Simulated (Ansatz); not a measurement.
**SiNH5 (triplet): the correlation ladder at distance Si1–H5 along a hydrogen transfer = 1.485 Å, cc-pVDZ**

An exercise on one series of results from a longer session: the logs are not shown, and one member is left open.

Computed with Ansatz 0.2.0, Gaussian basis. Level: cc-pVDZ, core rule «outside noble gas», up to 6 orbitals frozen.

Plan: UHF; CCSD(T) on ROHF; CCSD(T) on UHF; BCCD(T) on ROHF; CISD; CCSDT(Q) on ROHF; CCSDT(Q) on UHF; CASSCF and MRCISD+Q, 4 electrons in 4 orbitals; CASSCF and NEVPT2, 4 electrons in 4 orbitals.

**The geometry**

The geometry derives from fragments relaxed apart (PBE0/def2-TZVP) and kept rigid, so it is no stationary point. A hydrogen atom is moved between rigid fragments.

7 atoms, charge 0, spin multiplicity 3.

Atoms are counted from 1 here; the program's logs count them from 0.

Bond lengths: Si1–H2 1.485 Å, Si1–H3 1.485 Å, Si1–H4 1.485 Å, Si1–H5 1.485 Å, N6–H7 1.040 Å. Angles: H2–Si1–H3 109.5°, H2–Si1–H4 109.5°, H2–Si1–H5 109.5°, H3–Si1–H4 109.5°, H3–Si1–H5 109.5°, H4–Si1–H5 109.5°.

Set-up of the first run:

Input file in.yaml:

```yaml
crystal:
  periodic: [false, false, false]
  atoms:
    - {symbol: Si, position_ang: [-1.035998, 0.021476, 0.000000]}
    - {symbol: H, position_ang: [-1.530870, 1.421184, 0.000000]}
    - {symbol: H, position_ang: [-1.530869, -0.678378, 1.212183]}
    - {symbol: H, position_ang: [-1.530870, -0.678378, -1.212182]}
    - {symbol: H, position_ang: [0.448617, 0.021476, 0.000000]}
    - {symbol: N, position_ang: [2.198002, 0.021476, -0.000001]}
    - {symbol: H, position_ang: [2.467084, -0.982751, -0.000001]}
basis:
  gaussian: {orbitals: cc-pVDZ}
magnetization: {spin_polarized: true, initial_magnetization: 2}
hamiltonian: {xc: hf}
output: {orbitals: {seedname: orbitals}}
```

The run is started by

```console
$ ansatz run in.yaml --threads 1 --pin off --events-out ev --progress --plain --max-ram 2816MiB --backend cpu
```

Among the steps run: UHF; CCSD(T) on ROHF; CCSD(T) on UHF; BCCD(T) on ROHF; CISD; CCSDT(Q) on ROHF; CCSDT(Q) on UHF; CASSCF and MRCISD+Q, 4 electrons in 4 orbitals; CASSCF and NEVPT2, 4 electrons in 4 orbitals.

One of the session's tables, all rows but one given; the rest of the session is left out.

It belongs to the step «Misses and costs». 

```
       method  from UCCSDT(Q) (kJ/mol)
         ROHF                   +764.5
          UHF                   +744.3
         RMP2                   +148.4
         UMP2                   +148.1
         CISD                    +80.2
        RCCSD                    +16.1
        UCCSD                    +15.8
     RCCSD(T)                     +3.3
     UCCSD(T)                     +3.2
      BCCD(T)                     +3.3
       RCCSDT                     +0.7
       UCCSDT                        ?
    RCCSDT(Q)                     +0.1
    UCCSDT(Q)                        0
  CASSCF pair                   +703.6
  NEVPT2 pair                   +141.4
  MRCISD pair                    +70.4
MRCISD+Q pair                     +5.2
```

**Question.** Estimate the row for UCCSDT.

The run gave: from UCCSDT(Q) (kJ/mol): +0.6. In the column «from UCCSDT(Q) (kJ/mol)» it lies between RCCSDT(Q) (+0.1) and RCCSDT (+0.7).

Limits of these values: Restricted and unrestricted rows rest on different reference determinants; where their highest levels disagree by more than a few hundredths of an eV, they describe different states and don't form one ladder.
